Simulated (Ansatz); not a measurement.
Relaxation of H6N2Si (9 atoms, charge 0, multiplicity 1), to a largest force component of 0.03 eV/Å in at most 50 steps.

Computed with RKS PBE0-D4/def2-mTZVP in Ansatz.

```xyz
9
Properties=species:S:1:pos:R:3:forces:R:3
Si -0.075 -0.364 -0.391 0.09 0.16 0.17
H -1.104 -1.290 -0.739 -1.65 -0.52 0.64
H 0.647 -0.827 -1.531 1.60 0.35 -0.84
N -0.599 1.258 -0.628 -0.05 0.02 -0.01
N 0.702 -0.862 1.065 -0.04 -0.01 0.02
H -1.412 1.620 -0.152 0.02 0.00 0.01
H 0.055 2.000 -0.830 0.01 -0.01 0.00
H 1.627 -0.531 1.299 0.00 0.01 -0.01
H 0.159 -1.005 1.905 0.01 0.00 0.01
```

Where does it end, and by what steps?

The forces met the threshold. After 3 steps the energy has fallen by 0.459 eV; H3 moved furthest, 0.32 Å.

| step | energy less start (eV) | largest force component (eV/Å) | accepted |
| --- | --- | --- | --- |
| 0 | 0.0000 | 1.648 | yes |
| 1 | -0.4057 | 0.313 | yes |
| 2 | -0.4557 | 0.087 | yes |
| 3 | -0.4589 | 0.027 | yes |

```xyz
9
Properties=species:S:1:pos:R:3
Si -0.082 -0.397 -0.427
H -1.306 -1.235 -0.512
H 0.906 -0.643 -1.510
N -0.611 1.228 -0.666
N 0.692 -0.892 1.036
H -1.418 1.594 -0.181
H 0.041 1.968 -0.883
H 1.624 -0.578 1.266
H 0.153 -1.044 1.876
```

The run took 6.2 s on 2 threads of Arm Neoverse V2, on a shared host, peak memory 0.14 GiB.
